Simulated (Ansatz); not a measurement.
This geometry of AlFH2 + H4Si (9 atoms, charge 0, multiplicity 1) is a first-order saddle point.

Level of theory: RKS LDA/6-31G* (Ansatz 0.2.0).

```xyz
9
Properties=species:S:1:pos:R:3
Al 0.044 -0.222 -0.060
F -0.223 0.249 1.760
H 1.483 0.311 -0.507
H -1.321 0.046 -0.846
Si 0.153 -2.607 0.894
H -0.923 -3.420 0.232
H 1.499 -3.189 0.574
H -0.033 -2.860 2.379
H -0.127 -0.826 1.776
```

(1) Which two structures does it join? (They come from a converged band through this point; their orientation in space is the band's.)

(2) How far does it lie above each of them?

## Answers

(1) Bonds broken: Si5–H9. AlFH2 + H4Si becomes AlFH6Si.

Initial state:

```xyz
9
Properties=species:S:1:pos:R:3
Al -0.083 0.094 0.173
F 0.220 1.312 1.261
H 1.175 -0.515 -0.613
H -1.609 -0.150 -0.238
Si 0.186 -2.691 1.098
H -0.382 -2.726 -0.282
H 1.648 -2.994 1.133
H -0.592 -3.568 2.030
H -0.012 -1.280 1.639
```

Final state:

```xyz
9
Properties=species:S:1:pos:R:3
Al 0.055 -0.263 -0.142
F -0.209 0.021 1.756
H 1.450 0.458 -0.455
H -1.338 0.175 -0.798
Si 0.198 -2.620 0.594
H -0.900 -3.627 0.388
H 1.490 -3.380 0.712
H -0.041 -2.310 2.121
H -0.151 -0.969 2.024
```

(2) 1.40 eV above the first and 0.16 eV above the second. This is the barrier of this one path; another mechanism may lie lower. The orbitals stay closed-shell, which can raise the energy where a bond breaks towards radicals; this wasn't checked here.

Time of the run: 4.2 min on 1 thread of Arm Neoverse V2, on a shared host, peak memory 0.12 GiB.
